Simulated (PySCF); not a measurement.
C₂⁻ at UHF-SCS-MP2

Computed with UHF-SCS-MP2; PySCF, no relativity, basis sets C aug-pcseg-1.

```json
{"state": "doublet, unpaired electrons σ ↑", "bond length": "1.287 Å", "harmonic wavenumber": "1769 cm⁻¹", "force constant": "11.1 mdyn/Å", "rotational constant Be": "1.698 cm⁻¹", "anharmonicity ωexe": "12.1 cm⁻¹", "vibration–rotation constant αe": "0.0162 cm⁻¹"}
```

Correlated steps freeze 2 core orbitals. The state is the lowest determinant that a PBE0 search found; another state may lie lower at other levels.
